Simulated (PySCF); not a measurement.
C₅H₇F.
Atom-mapped SMILES: `[CH3:1][C:2]#[C:3][C@@H:4]([CH3:5])[F:6]` (hydrogens: H7, H8, H9 on C1; H10 on C4; H11, H12, H13 on C5)

A GFN2-xTB structure was refined with PBE0-D3(BJ)/def2-SVP geometry optimisation, gas phase in PySCF. Its GFN2-xTB values:

| coordinate | GFN2-xTB |
| --- | --- |
| C1–C2 | 1.463 Å |
| C1–H7 | 1.112 Å |
| C2≡C3 | 1.212 Å |
| C3–C4 | 1.401 Å |
| C4–C5 | 1.541 Å |
| C4–F6 | 1.394 Å |
| C4–H10 | 1.121 Å |
| C5–H11 | 1.075 Å |
| C1–C2–C3 | 178.3° |
| C2–C3–C4 | 177.3° |
| C3–C4–C5 | 112.5° |
| C3–C4–F6 | 111.2° |
| C5–C4–F6 | 106.8° |

Task: How do these coordinates change at the PBE0-D3(BJ)/def2-SVP level?

Result: 
```
coordinate  PBE0-D3(BJ)/def2-SVP (Å or °)  change
     C3–C4                          1.463  +0.062
     C4–C5                          1.515  -0.026
    C5–H11                          1.099  +0.024
    C4–H10                          1.106  -0.015
     C1–H7                          1.101  -0.011
     C1–C2                          1.452  -0.011
     C4–F6                          1.383  -0.011
     C2≡C3                          1.212   0.000
  C5–C4–F6                          108.7    +1.9
  C2–C3–C4                          179.2    +1.9
  C1–C2–C3                          179.8    +1.5
  C3–C4–F6                          110.1    -1.1
  C3–C4–C5                          112.7    +0.2
```

The energy falls by 0.180 eV over 8 energy and gradient evaluations, the largest force component goes from 0.0596 to 3.4e-04 Eh/bohr, and the atoms move by 0.107 Å rms after alignment. The bond that changes most is C3–C4 (alkyne carbon to sp3 C–F carbon), which lengthens by 0.062 Å. Bonds longer at the end by more than 0.005 Å: 6 of 12; shorter: 5. Rotational constants go from 8264, 1721, 1507 to 8324, 1683, 1476 MHz.

The run used 119 basis functions and 53 SCF cycles in all. Hardware: one thread of an Arm Neoverse V2, on a shared host. Cost: 35 s of wall time, 0.50 GiB resident at most.

PBE0-D3(BJ)/def2-SVP frequencies: not computed here.
